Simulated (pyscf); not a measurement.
Four-centre exchange: `[CH2]=[CH2]` + `[CH4]` → `[CH2]=[CH][CH3]` + `[H][H]`

Gas phase, singlet surface, charge 0. Bonds broken: C1–H3, C7–H8. Bonds formed: C1–C7, H3–H8. Single points on ωB97X-D3(BJ)/def2-SVP structures (PySCF, gas phase).

Transition state (Å):

```xyz
11

C     -1.2868    -0.1736    -0.2931
C     -2.0690    -0.1982     0.8770
H     -0.7783    -1.2223    -0.5162
H     -1.5695     0.0904    -1.3285
H     -2.5709    -1.1198     1.1792
H     -1.9460     0.5884     1.6246
C     -0.0413     0.9243    -0.0872
H      0.1288    -0.4255    -0.4295
H      0.5356     1.2639    -0.9641
H      0.5731     0.7629     0.8134
H     -0.7425     1.7511     0.1696
```

One imaginary mode, 1459i cm⁻¹; descent along it reached the two sides named.

```tsv
bond	change	reactant side (Å)	saddle	product side
C1–H3	breaks	1.095	1.187	3.0
C7–H8	breaks	1.099	1.403	3.7
C1–C7	forms	3.8	1.673	1.502
H3–H8	forms	4.0	1.211	0.761
```

Electronic energies relative to the separated reactants (kcal/mol):

| level | barrier | reaction energy | reverse barrier |
|---|---|---|---|
| ωB97X-D3(BJ)/def2-TZVP | 122.5 | +13.1 | 109.4 |
| PBE/def2-TZVP | 106.9 | +13.0 | 93.9 |
| r²SCAN/def2-TZVP | 112.2 | +13.0 | 99.1 |
| B3LYP-D3(BJ)/def2-TZVP | 119.4 | +13.5 | 105.9 |
| PBE0-D3(BJ)/def2-TZVP | 112.4 | +12.9 | 99.5 |
| M06-2X/def2-TZVP | 119.2 | +12.5 | 106.7 |
| ωB97M-D3(BJ)/def2-TZVP | 120.7 | +13.7 | 107.0 |
| HF/def2-TZVP | 152.0 | +17.4 | 134.6 |

With ωB97M-D3(BJ)/def2-TZVP energies and thermal terms (ideal gas, 1 atm, RRHO with modes under 100 cm⁻¹ raised to 100, one conformer, R ln 2 for chiral ones without a mode under 150 cm⁻¹), in kcal/mol:

```csv
T (K),ΔH‡,ΔG‡,ΔH,ΔG
298,117.1,126.4,+10.3,+11.0
600,117.5,135.7,+11.5,+11.3
900,118.5,144.6,+12.5,+11.0
1200,119.6,153.2,+13.4,+10.3
```

At the saddle there is also a short C–H contact that neither side keeps. From the product side, •H₂C–CH=CH₂ + H• + H₂ lies, by one bond made or cut, 12.8 kcal/mol under this saddle at ωB97M-D3(BJ)/def2-TZVP. The same reactants have a lower exit, to H₃C–CH₂–CH₃ (barrier +86.0 kcal/mol at ωB97M-D3(BJ)/def2-TZVP, against +120.7 kcal/mol here). One saddle was located; it need not be the lowest between these sides.
